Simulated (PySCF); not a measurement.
**How good is the calculation?**

Molfile (atoms numbered from 1):
```
C4H6O2
     RDKit          3D

 12 12  0  0  0  0  0  0  0  0999 V2000
    1.4698   -0.4996   -1.1974 O   0  0  0  0  0  0  0  0  0  0  0  0
    1.2118   -0.3600   -0.0295 C   0  0  0  0  0  0  0  0  0  0  0  0
    2.1203   -0.5669    0.9401 O   0  0  0  0  0  0  0  0  0  0  0  0
   -0.0955    0.0474    0.5147 C   0  0  0  0  0  0  0  0  0  0  0  0
   -1.3187   -0.3988   -0.2477 C   0  0  0  0  0  0  0  0  0  0  0  0
   -0.9018    1.0203   -0.3098 C   0  0  0  0  0  0  0  0  0  0  0  0
    2.9383   -0.8280    0.4942 H   0  0  0  0  0  0  0  0  0  0  0  0
   -0.1571    0.1140    1.5919 H   0  0  0  0  0  0  0  0  0  0  0  0
   -1.1310   -1.0123   -1.1192 H   0  0  0  0  0  0  0  0  0  0  0  0
   -2.1862   -0.6656    0.3413 H   0  0  0  0  0  0  0  0  0  0  0  0
   -0.4366    1.3656   -1.2239 H   0  0  0  0  0  0  0  0  0  0  0  0
   -1.4738    1.7583    0.2370 H   0  0  0  0  0  0  0  0  0  0  0  0
  1  2  2  0
  2  3  1  0
  2  4  1  0
  4  5  1  0
  5  6  1  0
  6  4  1  0
  3  7  1  0
  4  8  1  0
  5  9  1  0
  5 10  1  0
  6 11  1  0
  6 12  1  0
M  END
```

The experiment to reproduce: δ $^{13}$C C4 12.7; C5/C6 8.9; δ $^{1}$H H8 1.59 ppm (measured; solution, not stated per compound (mostly CDCl3 or CCl4); Pretsch, Buehlmann, Badertscher, Structure Determination of Organic Compounds, 4th ed. (2009)). Coupling constants: $^{3}J$(H8,H10) (cis) 8.0 Hz, $^{3}J$(H8,H9) (trans) 4.6 Hz, $^{2}J$(H9,H10) -4.0 Hz, $^{1}J$(C4,C5) 10.1 Hz, $^{1}J$(C4,C2) 72.5 Hz.

How the numbers were obtained: J couplings at B3LYP/pcJ-2 (without the spin–dipole term), NMR shieldings at PBE0/pcSseg-2/GIAO, geometry: PBE0-D3(BJ)/def2-TZVP, in PySCF 2.14.0 with density-fitted response routines (in vacuum, one computed conformer, equivalent nuclei averaged, no relativistic terms).

**Question.** How close does the calculation come?

**Answer.** 
Reference values: measured (solution, not stated per compound (mostly CDCl3 or CCl4); Pretsch, Buehlmann, Badertscher, Structure Determination of Organic Compounds, 4th ed. (2009)).
```
atoms    quantity  reference  computed  computed, scaled
   C4  δ $^{13}$C       12.7      13.4              11.3
C5/C6  δ $^{13}$C        8.9      12.3              10.3
   H8   δ $^{1}$H       1.59      1.61              1.66
```

Computed shifts are σ(ref) − σ with the named reference compound (TMS for H and C) calculated as an isolated molecule at the same level. The measured values may be among those fitted. Scaled to experiment by linear calibration (H and C: mostly CDCl3 data, vs TMS): $^{13}$C (scatter 2.1 ppm rms, 2.1 ppm with the 1 outlier that the fit left out); $^{1}$H (scatter 0.15 ppm rms, 0.16 ppm with the 4 outliers that the fit left out). A few per cent of atoms miss by over 2 rms, more outside the fitted compound classes. Hydrogens on heteroatoms aren't scaled, only referred to computed TMS.

Coupling constants in Hz:
| coupling | reference | computed | source |
| --- | --- | --- | --- |
| $^{3}J$(H8,H10) cis | 8.0 | 9.2 | measured; solution (compiled); Pretsch, Buehlmann, Badertscher, Structure Determination of Organic Compounds, 4th ed., Springer 2009 |
| $^{3}J$(H8,H9) trans | 4.6 | 5.0 | measured; solution (compiled); Pretsch, Buehlmann, Badertscher, Structure Determination of Organic Compounds, 4th ed., Springer 2009 |
| $^{2}J$(H9,H10) | -4.0 | -4.0 | measured; solution (compiled); Pretsch, Buehlmann, Badertscher, Structure Determination of Organic Compounds, 4th ed., Springer 2009 |
| $^{1}J$(C4,C5) | 10.1 | 11.1 | measured; liquid or solution; F. J. Weigert, PhD thesis, Caltech 1968 (Carbon-13 magnetic resonance spectroscopy) |
| $^{1}J$(C4,C2) | 72.5 | 77.2 | measured; liquid or solution; F. J. Weigert, PhD thesis, Caltech 1968 (Carbon-13 magnetic resonance spectroscopy) |

**Question.** How far are the unscaled $^{13}$C shifts from the references?

**Answer.** Mean signed difference +2.05 ppm, mean absolute 2.05 ppm over 2 comparisons; the largest is +3.4 ppm at C5/C6 (three-membered-ring carbon).

8 of the 13 published NMR values on file for this molecule are compared.
